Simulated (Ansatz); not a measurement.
H2Ge–AsH, triplet: reading a ladder of total energies

Geometry: that of the H2Ge–AsH, singlet, kept fixed. The singlet lies 2.1 eV lower here.

```xyz
5

Ge    0.0000    0.0130    1.1097
As    0.0000   -0.0326   -1.1138
H     0.0000    1.2621    2.0021
H     0.0000   -1.2714    1.9501
H     0.0000    1.4941   -1.1312
```

Basis cc-pVDZ; Ansatz 0.2.0. Only valence electrons are correlated (noble-gas cores and the filled d shells of p-block atoms frozen), which leaves 12 electrons in 41 orbitals. R marks a restricted (for open shells ROHF) determinant, U an unrestricted one. No spin–orbit coupling is included, and no scalar relativity.

Full CI isn't at hand for all of this; UCCSDT(Q) serves as the reference, and is uncertain by about the last step of the cluster series.

Runs differ by some tens of microhartree through their thresholds and, for an open shell, their frozen cores, so steps under 0.03 kcal/mol mean nothing.

```json
{"level": "UHF", "total energy (hartree)": "-4311.178956"}
{"level": "UMP2", "total energy (hartree)": "-4311.349459"}
{"level": "UCCSD", "total energy (hartree)": "-4311.388074"}
{"level": "UCCSD(T)", "total energy (hartree)": "-4311.393511"}
{"level": "UCCSDT", "total energy (hartree)": "-4311.394594"}
{"level": "UCCSDT(Q)", "total energy (hartree)": "-4311.394877"}
```

Task: What is the correlation energy at UCCSDT(Q), and what share of it do UMP2 and UCCSD recover?

Result: E(corr) = -4311.394877 − (-4311.178956) = -0.215921 hartree = -5.876 eV. UMP2: -0.170503 / -0.215921 = 78.97 %. UCCSD: -0.209118 / -0.215921 = 96.85 %.

Task: By how many kcal/mol does UCCSD(T) miss UCCSDT(Q) (1 hartree = 627.509 kcal/mol), and which steps make up the rest?

Result: -4311.393511 − (-4311.394877) = 0.001366 hartree = 0.86 kcal/mol. Steps: UCCSDT − UCCSD(T) = -0.68, UCCSDT(Q) − UCCSDT = -0.18 kcal/mol. Differences between like states or geometries often cancel part of this.
